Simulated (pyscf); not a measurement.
**Four-centre exchange: H₂C=CH–SiH₃ (SMILES C=C[SiH3]) + HCl (SMILES Cl) -> H₂C=CH–SiH₂–Cl (SMILES C=C[SiH2]Cl) + H₂ (SMILES [H][H])**

Gas phase, singlet surface, charge 0. Bonds broken: Si3–H7, Cl10–H11. Bonds formed: Si3–Cl10, H7–H11. Optimised with ωB97X-D3(BJ)/def2-SVP in PySCF.

Transition state (Å):

```xyz
11

C     -2.7521     0.4453     0.5476
C     -1.8755     0.4681    -0.4628
Si    -0.0327     0.6786    -0.3834
H     -3.8271     0.3411     0.3586
H     -2.4199     0.5179     1.5878
H     -2.2544     0.3656    -1.4896
H      0.8780    -0.7183     0.0689
H      0.4193     0.2371    -1.7488
H      0.6636     1.9638    -0.1646
Cl     0.0224     0.5485     2.1646
H      0.6734    -0.4420     0.8974
```

One imaginary mode, 906i cm⁻¹; descent along it reached the two sides named.

| bond | change | reactant side (Å) | saddle | product side |
|---|---|---|---|---|
| Si3–H7 | breaks | 1.495 | 1.728 | 3.7 |
| Cl10–H11 | breaks | 1.284 | 1.735 | 2.9 |
| Si3–Cl10 | forms | 3.8 | 2.552 | 2.075 |
| H7–H11 | forms | 2.233 | 0.897 | 0.760 |

Electronic energies relative to the separated reactants (kcal/mol):

| level | barrier | reaction energy | reverse barrier |
|---|---|---|---|
| ωB97X-D3(BJ)/def2-TZVP | 33.1 | -21.4 | 54.5 |
| PBE/def2-TZVP | 28.0 | -18.5 | 46.5 |
| r²SCAN/def2-TZVP | 29.3 | -20.5 | 49.9 |
| B3LYP-D3(BJ)/def2-TZVP | 32.0 | -19.6 | 51.6 |
| PBE0-D3(BJ)/def2-TZVP | 29.7 | -19.4 | 49.1 |
| M06-2X/def2-TZVP | 32.8 | -21.6 | 54.4 |
| ωB97M-D3(BJ)/def2-TZVP | 33.9 | -19.2 | 53.2 |
| HF/def2-TZVP | 51.6 | -16.1 | 67.7 |

With ωB97M-D3(BJ)/def2-TZVP energies and thermal terms (ideal gas, 1 atm, RRHO with modes under 100 cm⁻¹ raised to 100, one conformer, R ln 2 for chiral ones without a mode under 150 cm⁻¹), in kcal/mol:

```tsv
T (K)	ΔH‡	ΔG‡	ΔH	ΔG
298	33.8	44.1	-20.3	-18.4
600	33.7	54.6	-19.6	-16.8
900	33.9	65.1	-19.1	-15.5
1200	34.3	75.4	-18.9	-14.3
```

One saddle was located; it need not be the lowest between these sides.
